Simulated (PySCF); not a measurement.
# Does the structure fit the spectrum?

A compound C3H3N3 gives the data below (simulated from a calculation) and was assigned the structure `c1cnnnc1`.

¹³C{¹H} NMR (computed): δ 172.9 (CH, 3C).

¹H NMR (500 MHz, computed): δ 9.46 (s, 3H).

PySCF 2.14 calculation with spin–spin couplings from B3LYP/pcJ-1, coordinates at the GFN2-xTB level and σ from GIAO-PBE0/pcSseg-1; a single conformation, equivalent nuclei averaged, no relativistic terms, no solvent model.

Chemical shifts δ = σref − σ; ¹H (31.72 ppm), ¹³C (186.93 ppm) against TMS, all at this level.

Problem. Compare with the shifts computed for the proposed structure, pairing carbons in order of shift.

Solution. Atom-mapped SMILES (the numbers label the heavy atoms): `[cH:1]1[cH:2][n:3][n:4][n:5][cH:6]1`; H(Xn) means a hydrogen on atom n.

| atom | computed for proposal | given list | difference |
| --- | --- | --- | --- |
| C2 | 153.7 | 172.9 | -19.2 |
| C6 | 153.7 | 172.9 | -19.2 |
| C1 | 123.2 | 172.9 | -49.7 |

The rms difference is 32.7 ppm and the largest -49.7 ppm at C1 (aromatic CH). The proposal also would give 2 carbon signals, not 1. The proposal doesn't fit.

Problem. Which isomer fits?

Solution. SMILES N1=CN=CN=C1.

- Carbon types of the structure: 3 × CH, which accounts for all hydrogens.
- δC 172.9: aromatic CH between two ring heteroatoms.
- δH 9.46: hydrogen on an aromatic CH between two ring heteroatoms; the ring current deshields protons in the ring plane.

The shifts were computed for this structure.

Shifts are as computed. Against solution values, carbons near 30 ppm lie about +3 ppm off and those near 130 ppm about +5 ppm. Of 1211 compounds with measured shifts, 218 miss one by over three times the rms of a fit or turn the order of signals round; such compounds aren't used in these exercises.
